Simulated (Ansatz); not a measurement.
```yaml
crystal:
  periodic: [false, false, false]
  atoms:
    - {symbol: Ge, position_ang: [-0.217580, 0.005943, -0.012677]}
    - {symbol: B, position_ang: [1.702324, -0.037005, 0.082782]}
    - {symbol: H, position_ang: [-0.909815, 1.348928, 0.004116]}
    - {symbol: H, position_ang: [-0.771741, -0.695950, 1.194079]}
    - {symbol: H, position_ang: [-0.896795, -0.684342, -1.172528]}
basis:
  gaussian: {orbitals: def2-TZVP}
magnetization: {spin_polarized: true, initial_magnetization: 2}
hamiltonian: {xc: pbe0}
relax: {f_tol: 0.004, max_steps: 80}
```

```sh
$ ansatz run in.yaml --threads 1 --pin off --events-out ev --progress --plain --max-ram 2176MiB
```

Steps of the relaxation (energy above the last step; positions in Å, forces in eV/Å):

```
5
step 1, 192.7 meV
Ge   -0.218    0.006   -0.013   -1.679    0.154   -0.285
B     1.702   -0.037    0.083    1.681   -0.053    0.110
H    -0.910    1.349    0.004   -0.011    0.718    0.050
H    -0.772   -0.696    1.194    0.014   -0.419    0.723
H    -0.897   -0.684   -1.173   -0.004   -0.401   -0.598
```

```
5
step 2, 22.4 meV
Ge   -0.295    0.010   -0.021   -0.823    0.044   -0.085
B     1.685   -0.040    0.087    0.775   -0.029    0.059
H    -0.882    1.440    0.017    0.012   -0.078   -0.033
H    -0.733   -0.732    1.258    0.025   -0.005    0.008
H    -0.868   -0.741   -1.245    0.011    0.068    0.051
```

```
5
step 3, 12.9 meV
Ge   -0.305   -0.007    0.008    0.028    0.032   -0.055
B     1.757   -0.010    0.037   -0.225   -0.047    0.078
H    -0.872    1.428    0.018    0.019   -0.017   -0.004
H    -0.816   -0.739    1.267    0.160    0.020   -0.032
H    -0.858   -0.735   -1.234    0.018    0.012    0.013
```

```
5
step 4, 0.4 meV
Ge   -0.315    0.009   -0.019   -0.033   -0.005    0.009
B     1.723   -0.044    0.095   -0.001    0.006   -0.010
H    -0.894    1.439    0.003    0.019   -0.037    0.014
H    -0.727   -0.738    1.267   -0.004    0.030   -0.051
H    -0.880   -0.728   -1.251    0.019    0.007    0.039
```

```
5
step 6, 0.0 meV
Ge   -0.314    0.008   -0.018   -0.001    0.000    0.001
B     1.724   -0.040    0.088    0.000    0.000    0.000
H    -0.890    1.436    0.008    0.000    0.000    0.000
H    -0.737   -0.736    1.264    0.001    0.001   -0.001
H    -0.876   -0.731   -1.246    0.000    0.000    0.000
```

Close pairs at the end: Ge1–H3 1.540 Å, Ge1–H5 1.540 Å, Ge1–H4 1.541 Å, Ge1–B2 2.042 Å.

A stationary point of unrestricted PBE0 after 6 steps, with ⟨S²⟩ = 2.003 against 2.00 for a pure state; no frequencies were run, so it isn't proven a minimum. 26 s on 1 thread of Intel Xeon 6975P-C, shared host.
